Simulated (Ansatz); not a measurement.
For zinc-blende CdTe, r²SCAN-D4 (Ansatz, a first-principles code, PAW) gives:

| Item | Result |
|---|---|
| lattice constant a | 6.529 Å |
| bulk modulus | 41.8 GPa |
| cohesive energy | 2.36 eV/atom |
| band gap | 1.21 eV |
| enthalpy of formation | -0.546 eV/atom |

Task: What does r²SCANh (PAW; Ansatz) give for the same quantities?

Result: 
- lattice constant a: 6.545 Å (increases by 0.2 %)
- bulk modulus: 41.5 GPa (shrinks by 0.7 %)
- cohesive energy: 2.23 eV/atom (falls by 0.13 eV/atom)
- band gap: 1.66 eV (increases by 0.45 eV)
- formation enthalpy: -0.610 eV/atom (moves by -0.064 eV/atom)

For comparison: lattice constant a 6.48 Å (measured, room temperature, not corrected to a static lattice; as tabulated in Lucero et al. (2012), arXiv:1111.4515); bulk modulus 43.7 GPa (measured, room temperature, not corrected to a static lattice, our sources range from 42.0 to 43.7; as tabulated in Elmahjoubi et al. (2023), arXiv:2303.01780); band gap 1.63 eV (measured, zero-point renormalisation of 16 meV (experimental, the table's column) added back here, direct; inputs from Miglio et al. (2020), arXiv:2011.12765); formation enthalpy -0.520 eV/atom (measured, 298 K, no zero-point or thermal correction, our sources range from -0.522 to -0.479; as tabulated in Brebrick, High temperature thermodynamic data for CdTe(c), J. Phase Equilib. …).

Changes are worked out from the printed values.

Unless a cell is named, each level is at its own relaxed cell (r²SCAN-D4 34.80, r²SCANh 35.05 Å³/atom).

Levels without +SOC leave out spin–orbit coupling, which shifts energies and cells of such heavy elements.

Levels without +SOC have no spin–orbit coupling; where heavier elements are present it shifts gaps, mostly down, and can invert bands. Density-functional gaps are differences of (generalised) Kohn–Sham levels.

Ansatz's density-functional and Hartree–Fock values are scalar-relativistic unless marked +SOC, with PAW data made under PBE.
